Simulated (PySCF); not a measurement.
Which proton of methoxyacetonitrile is most acidic?

Molecule: methoxyacetonitrile, `COCC#N` (C3H5NO). Numbering: `[CH3:1][O:2][CH2:3][C:4]#[N:5]`

Level of theory: ωB97X-D3(BJ)/ma-def2-TZVP single points in PySCF, grid level 2; every species was optimised with PBE0-D3(BJ)/ma-def2-SVP. The prefix ma- adds one diffuse s and one diffuse p function on all atoms but H. ωB97X-D3(BJ) is ωB97X-V with D3(BJ) in place of VV10. Zero-point and thermal terms (298.15 K, 1 bar) come from unscaled PBE0-D3(BJ)/ma-def2-SVP harmonic frequencies, with soft modes damped to free rotors in the entropy.

| site | product | ΔH(acid) / eV | ΔG(acid) / eV |
| --- | --- | --- | --- |
| C3 (carbon α to the nitrile) | `CO[CH-]C#N` | 16.30 | 15.96 |

ΔH and ΔG refer to AH → A⁻ + H⁺ in the gas phase. Sites whose products fell apart, merged with another or lost in a GFN2-xTB screen aren't listed.

Vertical detachment energies of the anions: `CO[CH-]C#N` 1.62 eV.

Measured values (NIST Chemistry WebBook, evaluated or the median of agreeing entries): deprotonation enthalpy (ΔH) 1556 kJ/mol (computed 1573, difference 17); gas-phase acidity (ΔG) 1524 kJ/mol (computed 1540, difference 16).

Caveats: C1 is not listed: the run failed or kept an imaginary mode, or the ion rearranged or equalled another.
